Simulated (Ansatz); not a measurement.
CH$_{7}$AlO, SMILES `C[OH+][AlH3-]` from Hartree–Fock to CCSD(T)

```xyz
10

C    -0.5076   -0.6005    1.1567
O    -0.4826    0.5021    0.2404
Al    0.8493    0.5048   -1.2367
H    -1.1527   -0.3595    2.0017
H    -0.8425   -1.5095    0.6546
H     0.5162   -0.7301    1.5020
H    -1.3693    0.7142   -0.0682
H     0.5776   -0.9583   -1.8366
H     2.1863    0.6908   -0.3830
H     0.2253    1.7460   -2.0308
```

Charge 0, multiplicity 1. The structure was optimised at the PBE0-D4/def2-TZVP level. Frozen core, restricted reference, the Gaussian-basis code of Ansatz. CBS rows extrapolate triple and quadruple zeta; past MP2 they add the triple-zeta difference.

```tsv
basis	HF (Eh)	MP2 corr.	CCSD corr.	(T)	CCSD(T) total
def2-SVP	-358.54782	?	-0.46559	?	?
def2-TZVPP	-358.76995	-0.52664	-0.56793	-0.01710	-359.35498
def2-QZVPP	-358.78333	?	–	–	–
CBS(def2)	?	-0.59289	-0.63417	as TZ	?
```

Q: Fill in the withheld values. (Best estimate.)

A: The calculation gave: def2-SVP MP2 corr.: -0.41956; def2-SVP (T): -0.00943; def2-SVP CCSD(T) total: -359.02284; def2-QZVPP MP2 corr.: -0.56470; CBS(def2) HF (Eh): -358.78517; CBS(def2) CCSD(T) total: -359.43644.
